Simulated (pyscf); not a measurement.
Structures and frequencies: ωB97X-D3(BJ)/def2-SVP in PySCF.

Question: HO–Bi•–OH + water (H₂O) → HO–Bi(OH)–OH + H atom (H•)
Surface: doublet. Broken: H–O. Formed: Bi–O. Give ΔE‡ and ΔE from PBE0-D3(BJ)/def2-TZVP, relative to the separated reactants.

Answer: ΔE‡ = 172.3 kJ/mol, ΔE = +152.1 kJ/mol. ωB97M-D3(BJ)/def2-TZVP gives 197.5 kJ/mol and +162.5 kJ/mol. Zero-point energy shifts the barrier by -16.2 kJ/mol. It is a substitution at O, with an imaginary mode of 1402i cm⁻¹. On the reactant side the descent ends in a bound adduct (not fully relaxed), 44.5 kJ/mol under the separated species and 231.3 kJ/mol under the saddle at ωB97X-D3(BJ)/def2-TZVP. At ωB97X-D3(BJ)/def2-TZVP the barrier from the zero used here is 186.8 kJ/mol. This is the saddle that the search found; another between the same sides may lie lower. The angle at the attacked O is 155°. Elements past Kr carry the def2 core potentials, without spin-orbit coupling.
